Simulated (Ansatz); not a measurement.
Species: C₂H₅S, charge 0, multiplicity 2. It need not be the lowest isomer of its formula. SMILES: C[CH]S
Geometry from a B3LYP-D3(BJ)/def2-TZVP (Ansatz, an electronic-structure program) optimisation:
```
C
H 1 1.0800
C 1 1.4873 2 121.01
H 3 1.0916 1 110.45 2 37.93
H 3 1.0934 4 107.87 1 -122.15
H 3 1.0995 4 107.14 5 -114.80
S 1 1.7329 2 118.12 3 -161.68
H 7 1.3427 1 97.92 2 -17.22
```
Charge 0, spin multiplicity 2.

Computed values are from Ansatz. Correlated levels leave the core frozen unless marked. UHF or UKS for open shells. Spin-orbit coupling is left out. Non-relativistic. CBS(X,Y): correlation extrapolated as X^-3; Hartree-Fock from the larger set. The bracket is a focal-point correction in the basis named.

- atomisation energy De: 2794.7 kJ/mol at RI-MP2/CBS(cc-pV(T+d)Z,cc-pV(Q+d)Z)+[CCSD(T)-MP2]/cc-pV(T+d)Z
- total energy: -476.8233 Eh at RI-MP2/CBS(cc-pV(T+d)Z,cc-pV(Q+d)Z)+[CCSD(T)-MP2]/cc-pV(T+d)Z
- dipole moment: 0.96 D at CCSD(T)/aug-cc-pV(D+d)Z
- T1 diagnostic: 0.016 at CCSD/cc-pV(T+d)Z
